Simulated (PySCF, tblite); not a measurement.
**A complex of borane and chloride**

A gas-phase complex of borane and chloride; charge -1, singlet. The structure comes from a short search (5 tight-binding starts) and was relaxed by PBE0-D3(BJ)/def2-TZVPD; another way of binding may lie lower. Frequencies by PBE0-D3(BJ)/def2-TZVPD show no clear imaginary mode.

Parts: 1 = borane (B), atoms 1–4; 2 = chloride ([Cl-]), atoms 5, charge -1.

Coordinates in Å:
```
B1     -0.279   -0.030    0.407
H2     -0.416    1.065   -0.118
H3     -0.546   -0.943   -0.359
H4      0.827   -0.162    0.909
Cl5    -1.576   -0.123    1.871
```

Contacts between parts, classed by geometry: B1···Cl5 1.958 Å (bond).

The parts are joined by the bond B1–Cl5, so these are energies of forming such bonds; deforming the relaxed parts to their shape in the adduct costs 16.8 kcal/mol, which the interaction energies leave out.

Interaction energies are complex less parts, with the parts frozen as they stand in it; counterpoise-corrected, in kcal/mol (PySCF). The CCSD(T) estimate is Hartree-Fock/aug-cc-pVQZ, plus the MP2 correlation part extrapolated as X⁻³ from aug-cc-pVTZ and aug-cc-pVQZ, plus CCSD(T) less MP2 in aug-cc-pVDZ; noble-gas cores are frozen. It isn't the exact limit.

Give the interaction energy at each level run.


| level | interaction | superposition error removed |
| --- | --- | --- |
| Hartree-Fock/aug-cc-pVQZ | -39.82 | - |
| wB97M-D3(BJ)/def2-TZVPD | -51.49 | -0.17 |
| PBE0-D3(BJ)/def2-TZVPD | -55.17 | -0.18 |
| MP2/aug-cc-pVQZ | -52.57 | -0.90 |
| CCSD(T), estimated basis limit | -51.78 | - |

What holds them together? Decompose the wB97M-D3(BJ)/def2-TZVPD energy: frozen parts, their antisymmetrised product, then relaxation.

electrostatic -63.4, Pauli repulsion +94.8, orbital relaxation -81.8, dispersion correction -1.2 kcal/mol, which sum to the value before the counterpoise correction; the Pauli term holds the exchange-correlation of the frozen density too. Of the attraction, 56 % is orbital relaxation, 43 % is electrostatic, 1 % is dispersion correction.

The parts were also relaxed and run alone, at the levels used for the complex: shieldings by PBE0/aug-pcSseg-2; core levels by delta-SCF with SCAN, aug-pcX-2 on the ionised atom and aug-pcseg-1 elsewhere, spin-free X2C (2p3/2 is the spin-free 2p value less a third of a first-order spin-orbit splitting).

Values alone: shielding of B1 (ppm): 2.6; shielding of Cl5 (ppm): 1149.3; B1 1s core level (eV): 197.46; Cl5 2p3/2 core level (eV): 196.90.

What does binding change?


```
                 property   alone  in the complex  change
    shielding of B1 (ppm)     2.6           119.2  +116.6
   shielding of Cl5 (ppm)  1149.3          1095.2   -54.0
    B1 1s core level (eV)  197.46          189.10   -8.37
Cl5 2p3/2 core level (eV)  196.90          199.22   +2.32
```

What are the binding energy from relaxed parts (wB97M-D3(BJ)/def2-TZVPD), and ΔH and ΔG of association at 298.15 K and 1 atm?

-34.67 kcal/mol, -32.80 with zero-point energy; ΔH -34.1 and ΔG -26.7 kcal/mol, from harmonic vibrations by PBE0-D3(BJ)/def2-TZVPD with low modes damped.
